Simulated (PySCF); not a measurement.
Coordinates in bohr (charge 0 multiplicity 2):
```
Al    0.0000    0.0000   -1.4554
Cl    3.4229    0.0000    0.5615
Cl   -3.4229    0.0000    0.5615
```

All numbers come from UPBE0 in PySCF with Al def2-TZVP, Cl def2-TZVP; no relativity; density-fitted integrals.

This geometry of AlCl2 is a stationary point at this level.

Question: What is the point group?

Answer: C2v.

Question: Is it a minimum?

Answer: Yes: all harmonic wavenumbers are real.

Question: What are the dipole moment and the gap between the highest occupied and lowest empty levels of either spin?

Answer: 1.45 D and 3.40 eV.

Question: Give the atomic charges and bond orders.

Answer: 
```csv
atom,Mulliken,Löwdin,polar tensor,spin (Mulliken),Mayer order to Al1
Al1,0.44,-0.56,1.02,0.85,–
"Cl2,3",-0.22,0.28,-0.51,0.07,1.22
```

Other isomers or separated fragments may lie lower.
